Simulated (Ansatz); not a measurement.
The same path of C3H5NO (10 atoms, charge 0, multiplicity 1) was run twice with different band settings. The coordinate that changes most is the dihedral H6–O1–C2–C3.

Level of theory: RKS PBE/def2-SVP in Ansatz 0.2.0.

Relaxed end points:

```xyz
10
Properties=species:S:1:pos:R:3
O -0.942 1.223 -1.368
C -0.236 0.363 -0.592
C 0.303 -0.869 -0.796
N 0.441 -1.191 0.608
C -0.085 0.182 0.911
H -0.906 2.105 -0.954
H 0.479 -1.545 -1.645
H 1.420 -1.316 0.914
H -1.034 0.155 1.490
H 0.644 0.841 1.434
```

```xyz
10
Properties=species:S:1:pos:R:3
O -0.863 1.587 -0.934
C -0.237 0.512 -0.402
C 0.261 -0.698 -0.780
N 0.403 -1.206 0.572
C -0.061 0.146 1.051
H -0.947 1.448 -1.896
H 0.423 -1.260 -1.712
H 1.386 -1.385 0.837
H -0.992 0.091 1.654
H 0.710 0.714 1.614
```

Common settings: movable images 7; climbing image yes; spring 5.0 eV/Å²; optimiser quadratic models (default); start path through a guess of the saddle point; iteration limit 60; end points relaxed.

| run | force threshold |
| --- | --- |
| 1 | 0.05 eV/Å |
| 2 | 0.2 eV/Å |

(1) What does each run give, and how far can it be trusted?

Answers

(1) Run 1: converged after 8 iterations, highest image 0.086 eV above the first end. A vibrational analysis at the climbing image gives one clearly imaginary mode, 321i cm⁻¹: a first-order saddle point.
Run 2: converged after 7 iterations, highest image 0.086 eV above the first end. The threshold of 0.2 eV/Å is loose, so the images may lie well off the minimum-energy path. Another band between the same ends (7 images) ends at a top of the same energy, where a vibrational analysis finds 1 clearly imaginary mode.
